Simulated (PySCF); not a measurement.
**How the functional moves excitation energies**

Compound: C4H8.
SMILES: `C/C=C/C`

Linear-response calculations in the def2-SVPD basis (PySCF; singlets by full response, triplets Tamm–Dancoff, core orbitals frozen in the response; HF means time-dependent Hartree–Fock). 'Strongest' is the level of largest summed f among the singlets computed (10 roots, of which the last may lack a degenerate partner); it can jump between rows when another state enters that window. S1 is the lowest singlet of each run and needn't be the same state throughout; f(S1) is that of one state. Geometry: PBE0-D3(BJ)/def2-SVP; no solvent, vibrations or thermal averaging.

```
functional                               kind  S1 (eV)  f(S1)  strongest (eV)  T1 (eV)  HOMO (eV)  gap (eV)  ionisation energy, ΔSCF (eV)
       LDA                                LDA     6.27  0.000            6.94     4.61      -5.92      5.32                          9.21
       PBE                                GGA     6.19  0.000            7.00     4.39      -5.80      5.39                          9.02
     B3LYP  global hybrid, 20% exact exchange     6.48  0.001            7.14     4.35      -6.70      7.09                          9.11
      PBE0  global hybrid, 25% exact exchange     6.73  0.002            7.24     4.27      -6.90      7.54                          9.06
 BHandHLYP  global hybrid, 50% exact exchange     6.93  0.004            7.31     4.20      -7.88      9.35                          8.95
 CAM-B3LYP             range-separated hybrid     6.85  0.003            7.25     4.30      -8.23      9.87                          9.15
   wB97X-D             range-separated hybrid     7.11  0.007            7.29     4.42      -8.75     11.21                          9.10
        HF                       Hartree–Fock     7.39  0.014            7.42     3.71      -9.33     12.26                   not settled
```

Problem. What does LC-wPBE (range-separated hybrid) give?

Solution. S1 (eV) 7.42, f(S1) 0.482, strongest (eV) 7.42, T1 (eV) 4.17, HOMO (eV) -9.60, gap (eV) 12.31, ionisation energy, ΔSCF (eV) 9.20. S1 runs from 6.19 eV (PBE) to 7.42 eV (LC-wPBE), a spread of 1.23 eV, while the orbital gap spreads over 7.0 eV. Along PBE (0%), B3LYP (20%), PBE0 (25%), BHandHLYP (50%), HF (100%) S1 rises with the share of exact exchange. −ε(HOMO) comes closest to its own ΔSCF ionisation energy with wB97X-D (-0.35 eV) and misses most with LDA (-3.29 eV). 'Not settled' means that the ion's SCF failed to converge or may have ended in another state than the lowest.
